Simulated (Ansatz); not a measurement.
Results of r²SCAN-D4 (PAW; Ansatz, a quantum-chemistry and plane-wave program) for solid chlorine.

Settings: plane-wave cutoff 560 eV, 10×10×4 k mesh (along the axes of the cell as run), Fermi–Dirac smearing 0.01 eV, scalar-relativistic PAW data made under PBE.

Response to compression and expansion:

Shape and atoms are relaxed at each volume.

```csv
V (Å³/atom),P (GPa),direct gap at Γ (eV),c (Å),a (Å)
25.517,0.45,2.611,8.119,6.245
26.048,0.21,2.611,8.158,6.307
26.580,0.00,2.621,8.191,6.370
27.111,-0.16,2.632,8.222,6.433
27.643,-0.31,2.642,8.251,6.496
```

The gap at Γ does not follow one straight line over these volumes.

Note: the bulk modulus comes from volumes at which shape and atoms were relaxed.
